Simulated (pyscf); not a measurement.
PySCF, gas phase, ωB97X-D3(BJ)/def2-SVP geometries.

### Question
Estimate the classical barrier height and the reaction energy of Cl–CH₂–Cl + F–C:–F [singlet] → F–CH(F)–CH(Cl)–Cl at ωB97M-D3(BJ)/def2-TZVP. The step runs on the singlet surface, breaks C–H and forms C–C, C–H; take the separated reactants as zero.

### Answer
ΔE‡ = 1.55 eV, ΔE = -2.41 eV. Zero-point energy shifts the barrier by 0.00 eV. It is an insertion, with an imaginary mode of 1296i cm⁻¹. From the product side, F–CH(F)–CH•–Cl + Cl• lies, by one bond made or cut, 0.51 eV under this saddle at ωB97M-D3(BJ). One saddle was located; it need not be the lowest between these sides. One closed-shell reference is unstable to symmetry breaking; treat the single-reference values with care.
